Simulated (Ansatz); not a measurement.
# SN− (triplet): energies up the ladder

Aim: energies up the ladder, for SN− (triplet), with the cost of each level. Charge -1. Spin multiplicity 3.

Computed with Ansatz 0.2.0 (the levels named in each step, unless a step's input says otherwise).

## Step 1: The system as given

Bond lengths: N1–S2 1.463 Å.

Structure file:

```xyz
2

N     0.0000    0.0000    0.0000
S     0.0000    0.0000    1.4633
```

## Step 2: A rough first relaxation, PBE-D4/def2-SVPD

Contents of input.yaml:

```yaml
crystal:
  periodic: [false, false, false]
  atoms:
    - { symbol: "N", position_ang: [0.0, 0.0, 0.0] }
    - { symbol: S, position_ang: [0.0, 0.0, 1.46327] }
magnetization:
  spin_polarized: true
  initial_magnetization: 2
total_charge: -1
basis:
  gaussian: { orbitals: def2-SVPD }
hamiltonian:
  xc: pbe
  dispersion: d4
relax:
  f_tol: 0.03
  max_steps: 200
```

Run with:

```bash
ansatz run input.yaml --threads 2 --pin off --max-ram 5120MiB --backend cpu --events-out ev --progress --plain --runs-dir out
```

The runs that follow: Relaxation, PBE0-D4/def2-TZVPPD; Frequencies, PBE0-D4/def2-TZVPPD; Single point, PBE-D4/def2-TZVPPD; Single point, r2SCAN-D4/def2-TZVPPD; Single point, B3LYP-D4/def2-TZVPPD; Single point, wB97M-V/def2-TZVPPD; Single point, B2PLYP/def2-TZVPPD; Single point, LDA/def2-TZVPPD; Single point, PBE0-D4/def2-SVPD; Single point, PBE-D4/def2-SVPD; Single point, CCSD(T)/def2-TZVPPD; Single point, CCSD(T)/def2-QZVPPD.

Q: Predict the outcome of this session. Wanted: N1–S2 at PBE0-D4/def2-TZVPPD; frequencies at PBE0-D4/def2-TZVPPD; energy at CCSD(T)/CBS.

**Answer**, as computed:

| quantity | value |
| --- | --- |
| N1–S2 at PBE0-D4/def2-TZVPPD | 1.579 Å |
| frequencies at PBE0-D4/def2-TZVPPD | 966 cm⁻¹ |
| energy at CCSD(T)/CBS | -12311.288 eV |

**Reading.** No mode is imaginary, so the geometry is a minimum. These totals serve in differences with atoms or fragments at the same level; alone they don't rank the methods.
